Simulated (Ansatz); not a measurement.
Cost and result for the atomization energy of C5H12O (`COC(C)(C)C`) (18 atoms, 17 bonds).

```xyz
18

C     1.498   -1.421    0.428
O     0.408   -1.139   -0.404
C    -0.275    0.097   -0.193
C    -0.892    0.149    1.200
C    -1.369    0.088   -1.246
C     0.656    1.283   -0.415
H     1.877   -2.397    0.122
H     1.218   -1.480    1.487
H     2.310   -0.691    0.323
H    -1.508   -0.736    1.374
H    -0.131    0.203    1.982
H    -1.524    1.034    1.298
H    -2.021   -0.776   -1.104
H    -1.973    0.996   -1.186
H    -0.930    0.024   -2.244
H     0.088    2.216   -0.388
H     1.142    1.204   -1.390
H     1.427    1.347    0.355
```

The species carries charge 0 and has multiplicity 1. All single points use the PBE0-D4/def2-TZVP geometry. Program: Ansatz. All runs use 2 threads of an AMD EPYC 7R13 on a shared host and a share of an NVIDIA H100 80 GB. Times are those of one run each, without the atoms' runs, and a repeat can differ threefold. Electronic energies, without spin–orbit coupling; frozen cores. CCSD(T)/CBS adds CCSD(T) − MP2 in def2-TZVPP to the MP2 limit, and its time is that of the two runs behind it. T1 = 0.010. HSE06 is the plane-wave form, built on full-range PBE exchange.

CCSD(T)/CBS is a level of theory with its own doubt, some kJ/mol a heavy atom from the limit and from the frozen cores, so smaller differences don't rank the functionals.

```tsv
level	functions	wall time	atomization (kcal/mol)	difference from CCSD(T)/CBS	per bond
CCSD(T)/def2-SVP	144	1.7 s	1624.3	-65.1	-3.8
PBE0-D4/def2-TZVPP	354	2.1 s	1696.7	7.3	0.4
LDA (SPW92)/def2-TZVPP	354	2.2 s	1922.7	233.3	13.7
PBE-D4/def2-TZVPP (with forces)	354	2.5 s	1718.8	29.4	1.7
PBE-QIDH/def2-TZVPP	354	2.6 s	1684.0	-5.4	-0.3
HSE06-D4/def2-TZVPP	354	2.6 s	1697.7	8.3	0.5
B2PLYP/def2-TZVPP	354	2.8 s	1672.0	-17.4	-1.0
B97M-V/def2-TZVPP	354	3.1 s	1690.4	1.0	0.1
ωB97X-V/def2-TZVPP	354	4.8 s	1690.8	1.4	0.1
ωB97M-V/def2-TZVPP (with forces)	354	5.5 s	1693.2	3.8	0.2
MP2/def2-QZVPP	702	6 s	1691.3	1.9	0.1
CCSD(T)/def2-TZVPP	354	9 s	1653.4	-36.0	-2.1
CCSD(T)/CBS(def2)	–	15 s	1689.4	0.0	0.0
```

In def2-TZVPP, CCSD(T) changes the Hartree–Fock value by +393.0 kcal/mol (the triples alone add +20.6 kcal/mol) and MP2 by +409.9 kcal/mol; breaking electron pairs costs correlation energy, which Hartree–Fock lacks. From r2SCAN to r2SCAN0 (25 % exact exchange), in def2-TZVPP and without D4, the atomization energy moves by −17.7 kcal/mol: exact exchange takes away binding that semilocal exchange gives to molecules. Leaving LDA and LC-ωPBE aside and taking each functional with its dispersion term where it has one, the values, not all of them listed here, spread over 70.2 kcal/mol, from BHLYP-D4 to PBE-D4. LDA lies +212.4 kcal/mol from PBE without D4, its usual overbinding.
